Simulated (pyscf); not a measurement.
H₂Si=Se + H• → [HSi=Se]• + H₂ (hydrogen abstraction; doublet surface; H–Si broken, H–H formed). Structures and frequencies: ωB97X-D3(BJ)/def2-SVP in PySCF. Energies in kcal/mol from the separated reactants.

| level | barrier | reaction energy |
|---|---|---|
| ωB97X-D3(BJ)/def2-TZVP | 3.7 | -21.1 |
| r²SCAN/def2-TZVP | … | -25.9 |
| PBE0-D3(BJ)/def2-TZVP | 0.8 | -22.8 |
| M06-2X/def2-TZVP | 4.2 | -24.0 |
| ωB97M-D3(BJ)/def2-TZVP | 3.7 | -22.8 |
| HF/def2-TZVP | … | … |

Question: Complete the blanks.

Answer: 
- r²SCAN/def2-TZVP, barrier: -2.0
- HF/def2-TZVP, barrier: 10.2
- HF/def2-TZVP, reaction energy: -14.1

At r²SCAN this geometry lies under the reactants; that is no barrier but a single point on another level's saddle; such a level's own saddle, if it has one, lies nearer that side and is low. This is the saddle that the search found; another between the same sides may lie lower. The angle at the transferred H is 178°. Elements up to Kr have no core potential and no relativistic terms here.
